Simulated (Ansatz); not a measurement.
Input for Ansatz (a first-principles code): R-r2SCAN/def2-TZVPPD on H2O (SMILES O) with ghost functions. Files ending in .json are basis or fitting sets from the Basis Set Exchange.

Ansatz 0.2 input:
```yaml
crystal:
  periodic: [false, false, false]
  atoms:
    - {symbol: O, position_ang: [1.54730511, 0.03799247, -0.00480049]}
    - {symbol: H, position_ang: [1.92392611, -0.40038753, 0.76132351]}
    - {symbol: H, position_ang: [1.91956911, -0.43822053, -0.75020349]}
basis:
  gaussian:
    orbitals: def2-TZVPPD.json
    ghost_atoms:
      - {symbol: O, position_ang: [-1.62500789, -0.04282853, 0.00510451]}
      - {symbol: H, position_ang: [-1.94500489, 0.86000747, -0.01632649]}
      - {symbol: H, position_ang: [-0.66529089, 0.05535247, 0.00038151]}
hamiltonian:
  xc: {name: r2SCAN}
scf: {lower_state_search: off}
```

The head of its log:

```
WARN ansatz: RAYON_NUM_THREADS=1 ignored (pool sized by the plan → 1); use --threads N
Functional definition: r2SCAN
these checks for a lower state are left out or cut short: stability, starts, cluster_reference, orbital_swaps, neighbouring_geometries, increment
integrals: 0.03 GiB planned
588 factors; their error is unknown
mean field: 0.38 GiB planned
mean field evaluation 1: about -2074.8455 eV, gradient 5.5e1 eV
mean field evaluation 2: about -2060.5820 eV, gradient 1.0e2 eV
```

Predict the final total energy.

-76.4256 hartree.
